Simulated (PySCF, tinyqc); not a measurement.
Inside a calculation. Method: FCI on RHF in the sto-6g basis, frozen core, for LiH, spin multiplicity 1. The lowest restricted solution is unstable here: a spin-polarised one lies 0.0224 hartree lower (PySCF). Computed by tinyqc, a small Python program that keeps every step (integrals from PySCF). Settings: charge = 0, multiplicity = 1, basis = sto-6g, method = RHF, frozen orbitals = 1, energy threshold = 1e-10, iteration cap = 65, orthogonalisation = symmetric, start = Wolfsberg-Helmholz matrix, DIIS depth = 6, ci = FCI, davidson = 1. Command: `OMP_NUM_THREADS=1 python tinyqc.py 20370 20371 out.jsonl` (the two numbers bound the seeds that draw the settings). One thread of a shared host (Intel(R) Xeon(R) Processor @ 2.60GHz), about 0.2 s of CPU time with the checks. The early iterations of the SCF are left out here.

## One-electron integrals

Geometry (angstrom):
```
atom,x,y,z
Li,0.00000,0.00000,0.00000
H,0.00000,0.00000,2.44700
```

Basis sto-6g: exponents (1/bohr^2) and contraction coefficients of normalised primitives:
```
element,l (shell),exponent,coefficient
Li,s (1),167.17585,0.00916
Li,s (1),30.65151,0.04936
Li,s (1),8.57519,0.16854
Li,s (1),2.94581,0.37056
Li,s (1),1.14394,0.41649
Li,s (1),0.47114,0.13033
Li,s (2),6.59756,-0.01325
Li,s (2),1.30583,-0.04699
Li,s (2),0.40585,-0.03379
Li,s (2),0.15615,0.25024
Li,s (2),0.06781,0.59512
Li,s (2),0.03108,0.24071
Li,p (3),6.59756,0.00376
Li,p (3),1.30583,0.03768
Li,p (3),0.40585,0.17390
Li,p (3),0.15615,0.41804
Li,p (3),0.06781,0.42586
Li,p (3),0.03108,0.10171
H,s (1),35.52322,0.00916
H,s (1),6.51314,0.04936
H,s (1),1.82214,0.16854
H,s (1),0.62596,0.37056
H,s (1),0.24308,0.41649
H,s (1),0.10011,0.13033
```

Overlap, kinetic and nuclear-attraction integrals over the contracted functions; the nuclear repulsion is the sum of Za Zb / Rab.

nuclear repulsion = 0.6487665 hartree

overlap S, lower triangle:
```
,1Li 1s,1Li 2s,1Li 2px,1Li 2py,1Li 2pz,2H 1s
1Li 1s,1.00000
1Li 2s,0.23574,1.00000
1Li 2px,0.00000,0.00000,1.00000
1Li 2py,0.00000,0.00000,0.00000,1.00000
1Li 2pz,0.00000,0.00000,0.00000,0.00000,1.00000
2H 1s,0.01053,0.20977,0.00000,0.00000,0.30923,1.00000
```

kinetic energy T (hartree), lower triangle:
```
,1Li 1s,1Li 2s,1Li 2px,1Li 2py,1Li 2pz,2H 1s
1Li 1s,3.61674
1Li 2s,-0.11072,0.10652
1Li 2px,0.00000,0.00000,0.32001
1Li 2py,0.00000,0.00000,0.00000,0.32001
1Li 2pz,0.00000,0.00000,0.00000,0.00000,0.32001
2H 1s,-0.00472,0.00541,0.00000,0.00000,0.03003,0.76852
```

nuclear attraction V (hartree), lower triangle:
```
,1Li 1s,1Li 2s,1Li 2px,1Li 2py,1Li 2pz,2H 1s
1Li 1s,-8.28340
1Li 2s,-0.87934,-1.41139
1Li 2px,0.00000,0.00000,-1.39318
1Li 2py,0.00000,0.00000,0.00000,-1.39318
1Li 2pz,-0.00728,-0.07552,0.00000,0.00000,-1.44766
2H 1s,-0.04023,-0.30713,0.00000,0.00000,-0.45777,-1.88828
```

core Hamiltonian H = T + V (hartree), lower triangle:
```
,1Li 1s,1Li 2s,1Li 2px,1Li 2py,1Li 2pz,2H 1s
1Li 1s,-4.66666
1Li 2s,-0.99007,-1.30486
1Li 2px,0.00000,0.00000,-1.07317
1Li 2py,0.00000,0.00000,0.00000,-1.07317
1Li 2pz,-0.00728,-0.07552,0.00000,0.00000,-1.12765
2H 1s,-0.04495,-0.30172,0.00000,0.00000,-0.42774,-1.11976
```

## Two-electron integrals

Functions are numbered as in S; the eight-fold symmetry (ij|kl) = (ji|kl) = (kl|ij) leaves the list below.

Two-electron integrals (ij|kl) in chemists' order, unique and non-zero (hartree):
```
i,j,k,l,(ij|kl)
1,1,1,1,1.68125
2,1,1,1,0.24260
2,1,2,1,0.04451
2,2,1,1,0.39719
2,2,2,1,0.09028
2,2,2,2,0.29062
3,1,3,1,0.00944
3,2,3,1,0.01426
3,2,3,2,0.06424
3,3,1,1,0.39719
3,3,2,1,0.09028
3,3,2,2,0.29062
3,3,3,3,0.31312
4,1,4,1,0.00944
4,2,4,1,0.01426
4,2,4,2,0.06424
4,3,4,3,0.01688
4,4,1,1,0.39719
4,4,2,1,0.09028
4,4,2,2,0.29062
4,4,3,3,0.27937
4,4,4,4,0.31312
5,1,5,1,0.00944
5,2,5,1,0.01426
5,2,5,2,0.06424
5,3,5,3,0.01688
5,4,5,4,0.01688
5,5,1,1,0.39719
5,5,2,1,0.09028
5,5,2,2,0.29062
5,5,3,3,0.27937
5,5,4,4,0.27937
5,5,5,5,0.31312
6,1,1,1,0.01044
6,1,2,1,0.00189
6,1,2,2,0.00396
6,1,3,3,0.00390
6,1,4,4,0.00390
6,1,5,1,0.00025
6,1,5,2,0.00055
6,1,5,5,0.00408
6,1,6,1,0.00009
6,2,1,1,0.05744
6,2,2,1,0.01340
6,2,2,2,0.05044
6,2,3,3,0.04750
6,2,4,4,0.04750
6,2,5,1,0.00206
6,2,5,2,0.01574
6,2,5,5,0.05633
6,2,6,1,0.00071
6,2,6,2,0.01932
6,3,3,1,0.00071
6,3,3,2,0.00410
6,3,5,3,0.00190
6,3,6,3,0.00086
6,4,4,1,0.00071
6,4,4,2,0.00410
6,4,5,4,0.00190
6,4,6,4,0.00086
6,5,1,1,0.08057
6,5,2,1,0.01890
6,5,2,2,0.07272
6,5,3,3,0.06781
6,5,4,4,0.06781
6,5,5,1,0.00322
6,5,5,2,0.02463
6,5,5,5,0.08252
6,5,6,1,0.00103
6,5,6,2,0.02983
6,5,6,5,0.04628
6,6,1,1,0.21623
6,6,2,1,0.05096
6,6,2,2,0.20917
6,6,3,3,0.19299
6,6,4,4,0.19299
6,6,5,1,0.00725
6,6,5,2,0.07188
6,6,5,5,0.24154
6,6,6,1,0.00273
6,6,6,2,0.10922
6,6,6,5,0.17266
6,6,6,6,0.77500
```

## Orthogonalisation

S = U s U^T; symmetric (Loewdin) form X = U s^(-1/2) U^T, so that X^T S X = 1.

eigenvalues of S: 0.60081  0.81514  1.00000  1.00000  1.17684  1.40721

X, lower triangle:
```
,1Li 1s,1Li 2s,1Li 2px,1Li 2py,1Li 2pz,2H 1s
1Li 1s,1.02221
1Li 2s,-0.12511,1.04137
1Li 2px,0.00000,0.00000,1.00000
1Li 2py,0.00000,0.00000,0.00000,1.00000
1Li 2pz,-0.00421,0.02804,0.00000,0.00000,1.04003
2H 1s,0.01559,-0.11849,0.00000,0.00000,-0.16994,1.05891
```

## Iteration 9 (converged): orbitals

converged F (hartree), lower triangle:
```
,1Li 1s,1Li 2s,1Li 2px,1Li 2py,1Li 2pz,2H 1s
1Li 1s,-2.41349
1Li 2s,-0.62173,-0.18695
1Li 2px,0.00000,0.00000,0.15511
1Li 2py,0.00000,0.00000,0.00000,0.15511
1Li 2pz,0.01270,-0.04729,0.00000,0.00000,0.07629
2H 1s,-0.02851,-0.16896,0.00000,0.00000,-0.17028,-0.06481
```

Diagonalise F' = X^T F X, C = X C', fill 2 alpha and 2 beta electrons from the bottom; D = 2 C_occ C_occ^T. Each column has its largest component positive (the first on a tie).

F' = X^T F X (hartree), lower triangle:
```
,1,2,3,4,5,6
1,-2.36617
2,-0.33959,-0.04023
3,0.00000,0.00000,0.15511
4,0.00000,0.00000,0.00000,0.15511
5,0.01080,-0.00218,0.00000,0.00000,0.13949
6,0.02407,-0.16831,0.00000,0.00000,-0.19602,0.02938
```

orbital energies (hartree): MO1 -2.41478, MO2 -0.21320, MO3 0.06600, MO4 0.15511, MO5 0.15511, MO6 0.32446

coefficients C:
```
,MO1,MO2,MO3,MO4,MO5,MO6
1Li 1s,0.99421,-0.13907,-0.20648,0.00000,0.00000,0.10195
1Li 2s,0.02347,0.51362,0.80312,0.00000,0.00000,-0.45341
1Li 2px,0.00000,0.00000,0.00000,0.86749,0.49746,0.00000
1Li 2py,0.00000,0.00000,0.00000,-0.49746,0.86749,0.00000
1Li 2pz,-0.00440,0.31633,-0.57107,0.00000,0.00000,-0.82773
2H 1s,-0.00099,0.62784,-0.24374,0.00000,0.00000,0.84312
```

D after iteration 9, lower triangle:
```
,1Li 1s,1Li 2s,1Li 2px,1Li 2py,1Li 2pz,2H 1s
1Li 1s,2.01559
1Li 2s,-0.09619,0.52872
1Li 2px,0.00000,0.00000,0.00000
1Li 2py,0.00000,0.00000,0.00000,0.00000
1Li 2pz,-0.09672,0.32474,0.00000,0.00000,0.20016
2H 1s,-0.17660,0.64490,0.00000,0.00000,0.39721,0.78838
```

Within a degenerate level the vectors are fixed only up to a rotation; this is one choice.

## Convergence

Stop when the energy changes by less than 1e-10 hartree and every element of the error matrix X^T (F D S - S D F) X is below 3e-06.

Course of the cycle:
```
iteration,E (hartree),change,largest element of the error matrix
1,-7.8476623,-,5.52e-02
2,-7.8595178,-1.19e-02,2.52e-02
3,-7.8647431,-5.23e-03,1.42e-02
4,-7.8664731,-1.73e-03,5.68e-03
5,-7.8665879,-1.15e-04,7.33e-04
6,-7.8665894,-1.47e-06,2.51e-04
7,-7.8665895,-1.56e-07,2.73e-05
8,-7.8665895,-1.84e-09,2.19e-07
9,-7.8665895,-9.59e-14,4.25e-09
```

PySCF RHF in the same basis = -7.8665895 hartree

Converged in 9 iterations.

## Integrals over molecular orbitals

(pq|rs) = sum C_ip C_jq C_kr C_ls (ij|kl), one index at a time.

one-electron integrals over orbitals h = C^T H C (hartree), lower triangle:
```
,1,2,3,4,5,6
1,-4.65955
2,0.09570,-1.22783
3,0.16209,-0.00248,-1.08443
4,0.00000,0.00000,0.00000,-1.07317
5,0.00000,0.00000,0.00000,0.00000,-1.07317
6,-0.05361,0.06599,0.01749,0.00000,0.00000,-1.02930
```

Two-electron integrals over orbitals (pq|rs), unique and non-zero (hartree); the lowest 1 orbital is frozen and left out:
```
p,q,r,s,(pq|rs)
2,2,2,2,0.43539
3,2,2,2,-0.06624
3,2,3,2,0.02841
3,3,2,2,0.21048
3,3,3,2,0.01763
3,3,3,3,0.32164
4,2,4,2,0.02039
4,3,4,2,0.02114
4,3,4,3,0.04165
4,4,2,2,0.23238
4,4,3,2,0.01972
4,4,3,3,0.27770
4,4,4,4,0.31312
5,2,5,2,0.02039
5,3,5,2,0.02114
5,3,5,3,0.04165
5,4,5,4,0.01688
5,5,2,2,0.23238
5,5,3,2,0.01972
5,5,3,3,0.27770
5,5,4,4,0.27937
5,5,5,5,0.31312
6,2,2,2,0.10524
6,2,3,2,-0.05237
6,2,3,3,-0.01756
6,2,4,4,-0.04420
6,2,5,5,-0.04420
6,2,6,2,0.13390
6,3,2,2,-0.06391
6,3,3,2,0.02362
6,3,3,3,0.03743
6,3,4,4,0.01172
6,3,5,5,0.01172
6,3,6,2,-0.04376
6,3,6,3,0.03625
6,4,4,2,-0.01732
6,4,4,3,-0.01073
6,4,6,4,0.01850
6,5,5,2,-0.01732
6,5,5,3,-0.01073
6,5,6,5,0.01850
6,6,2,2,0.40163
6,6,3,2,-0.04945
6,6,3,3,0.23920
6,6,4,4,0.25383
6,6,5,5,0.25383
6,6,6,2,0.07824
6,6,6,3,-0.04623
6,6,6,6,0.39264
```

## FCI: determinants and Hamiltonian

one-electron integrals dressed by the frozen orbital, h + 2 (pq|11) - (p1|1q) (hartree), lower triangle:
```
,2,3,4,5,6
2,-0.64859
3,0.06624,-0.32655
4,0.00000,0.00000,-0.28925
5,0.00000,0.00000,0.00000,-0.28925
6,-0.10524,0.07545,0.00000,0.00000,-0.34490
```

energy of the frozen orbital, 2 h_11 + (11|11) = -7.6535591 hartree

Hartree-Fock energy = -7.8665895 hartree

Slater-Condon rules over spin orbitals, with the nuclear repulsion and the energy of the frozen orbital added and E(HF) subtracted on the diagonal. Only determinants linked to the reference directly or through others are kept (one block of an abelian symmetry group), so some states are absent.

Occupation strings over the orbitals (2 doubly, a alpha, b beta, 0 empty; spin orbitals ordered 1a 1b 2a 2b ...): 220000 2ab000 2a000b 2ba000 2b000a 202000 20a00b 200200 200020 20b00a 200002

H - E(HF) between determinants (hartree), lower triangle:
```
,220000,2ab000,2a000b,2ba000,2b000a,202000,20a00b,200200,200020,20b00a,200002
220000,0.00000
2ab000,0.00000,0.09713
2a000b,0.00000,0.01154,0.26993
2ba000,0.00000,-0.02841,0.05237,0.09713
2b000a,0.00000,0.05237,-0.13390,0.01154,0.26993
202000,0.02841,0.08387,0.02362,-0.08387,-0.02362,0.53035
20a00b,-0.05237,0.02362,0.01680,0.12280,0.04376,0.11288,0.42955
200200,0.02039,0.02114,-0.01732,-0.02114,0.01732,0.04165,-0.01073,0.59643
200020,0.02039,0.02114,-0.01732,-0.02114,0.01732,0.04165,-0.01073,0.01688,0.59643
20b00a,0.05237,0.12280,0.04376,0.02362,0.01680,-0.11288,-0.03625,0.01073,0.01073,0.42955
200002,0.13390,-0.04376,-0.02700,0.04376,0.02700,0.03625,0.02922,0.01850,0.01850,-0.02922,0.56465
```

## FCI: roots

Diagonalise (each vector has its largest component positive (the first on a tie)); all determinants have Ms = 0, so triplets appear too. The lowest singlet root is the correlation energy.

lowest roots of this matrix, relative to E(HF) (hartree): -0.04934  0.00059  0.03352  0.12872  0.37601  0.42699  0.46875  0.57955

lowest vectors:
```
,root 1,root 2,root 3,root 4
220000,0.93731,0.00000,-0.20380,0.00000
2ab000,0.10288,0.64248,0.60986,0.14103
2a000b,0.01179,-0.21056,0.11153,0.65437
2ba000,-0.10288,0.64248,-0.60986,0.14103
2b000a,-0.01179,-0.21056,-0.11153,0.65437
202000,-0.12152,0.00000,-0.30173,0.00000
20a00b,0.15270,-0.20707,0.18957,-0.22783
200200,-0.01677,0.00000,-0.00717,0.00000
200020,-0.01677,0.00000,-0.00717,0.00000
20b00a,-0.15270,-0.20707,-0.18957,-0.22783
200002,-0.19505,0.00000,0.16345,0.00000
```

<S^2> of these roots: 0.00000  2.00000  0.00000  2.00000  0.00000  0.00000  2.00000  0.00000

weight of the ground state by excitation level 0, 1, 2, ...: 0.87855  0.02144  0.10001

The reference has a weight of only 0.88: one determinant is a poor start here.

## The lowest root by the Davidson method

Start from the reference; add the residual divided by (theta - H_ii), orthogonalised, at each step.

Davidson iterations:
```
iteration,subspace,lowest Ritz value (hartree),residual norm
1,1,0,1.58e-01
2,2,-0.0462725,2.32e-02
3,3,-0.0481343,1.94e-02
4,4,-0.0492200,6.88e-03
5,5,-0.0493357,1.19e-03
6,6,-0.0493382,4.83e-05
7,7,-0.0493382,1.04e-16
```
